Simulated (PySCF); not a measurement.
C2H3F: calculation against experiment

**The experiment to reproduce.**

From NIST CCCBDB Release 22 (SRD 101), experimental dipoles, for the gas: dipole moment (microwave Stark effect) 1.43 D.

The runs below try to reproduce these values; the comparison stands at the end.

C₂H₃F.
Atom-mapped SMILES: `[CH2:1]=[CH:2][F:3]` (hydrogens: H4, H5 on C1; H6 on C2)

Cartesian coordinates in Å at the PBE0-D3(BJ)/def2-SVP level; atoms count from 1:
```
atom  x, y, z in Å
C1     0.4186    0.2292   -0.5272
C2    -0.3764   -0.2621    0.4133
F3    -0.5724    0.3442    1.5793
H4     0.5419   -0.3144   -1.4642
H5     0.9537    1.1693   -0.3786
H6    -0.9414   -1.1964    0.3306
```

The PySCF runs (gas phase, on this PBE0-D3(BJ)/def2-SVP geometry; no spin–orbit coupling):

```json
{"level": "PBE0-D3(BJ)/def2-SVP, grid level 1", "job": "geometry optimisation from a GFN2-xTB start shaken at random", "basis functions": "57", "wall time": "9.6 s"}
```

Hardware: one thread of an Arm Neoverse N1, shared host.

## Comparison

**Dipole moment.** Measured: 1.43 D (NIST CCCBDB Release 22 (SRD 101), experimental dipoles).

```tsv
level	computed (D)	computed − measured (D)	% (from the printed values)
PBE0-D3(BJ)/def2-SVP	1.25	-0.18	-13
```

The computed dipoles belong to one fixed geometry; measured ones are averaged over vibrations unless marked μe. Magnitudes are compared, not signs.

No measured geometry was used, and the causes of the misses weren't examined.
